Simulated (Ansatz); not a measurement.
## Isomers

Structures of MgSiH$_{4}$S, singlet, relaxed at PBE0-D4/def2-TZVP (vibrations not checked; lower isomers may exist, and structures with a doubtful reference or unclear bonds are left out). Ansatz 0.2.0; basis: def2-TZVPP; cores frozen in the correlated methods. The outer core shell of Li, Na, Mg and K is correlated. The def2 sets are not built for correlating such inner shells, so the correlated values are less sure here. B3LYP uses VWN-RPA correlation.

**Question.** Rank them by CCSD(T) energy, lowest first, and give each one's height above the lowest. Links in brackets join atoms within 1.22 times the sum of their covalent radii (1.1 for two metals). (To be estimated.)
A.
a complex of SiH₄S ([SiH3][SH]) + Mg
```
7
angstrom
Mg -2.1827 -1.5554 -1.1298
S -1.0217 1.1050 1.2911
Si 0.9237 0.7654 0.4659
H -0.9869 0.0345 2.1034
H 1.1314 1.8832 -0.4846
H 1.9639 0.7843 1.5240
H 0.9797 -0.5331 -0.2562
```
B.
MgSiH₄S ([SiH3][Mg][SH])
```
7
angstrom
Si -1.2211 0.7392 -0.5609
Mg 0.6869 -0.4755 0.6505
S 2.3810 -1.5549 1.7655
H -2.2214 -0.2038 -1.1443
H -0.7319 1.5835 -1.6918
H -1.9811 1.6513 0.3452
H 3.0876 -1.7397 0.6358
```
C.
MgSiH₄S ([MgH][SiH][SH2])
```
7
angstrom
Si 1.3498 -0.1260 0.4460
Mg -0.7353 -0.1667 1.9970
S 0.1872 0.8921 -1.2373
H -0.7791 0.1629 -1.8468
H 0.9668 0.8344 -2.3424
H -2.0194 -0.1621 3.1410
H 1.1827 -1.5177 -0.1480
```

**Answer.** The calculation gives: B (0.00 kcal/mol), A (15.73 kcal/mol), C (70.31 kcal/mol). Heights count from the lowest.

**Question.** Do PBE-D4, r2SCAN-D4, PBE0-D4, B3LYP-D4, wB97M-V, HF, MP2 give the same order? (Judge from chemistry; the calculation decides.)

**Answer.** By the calculation: All do.

The T1 diagnostic stays at or below 0.014.

For scale, one of the runs: CCSD(T)/def2-TZVPP, 172 basis functions, launched by `ansatz run in.yaml --threads 2 --pin off --events-out ev --progress --plain --max-ram 4352MiB`. Time: 12 s of wall clock on 2 CPU threads of an Intel Xeon 6975P-C; the host was shared. Peak host memory: 1.6 GiB.
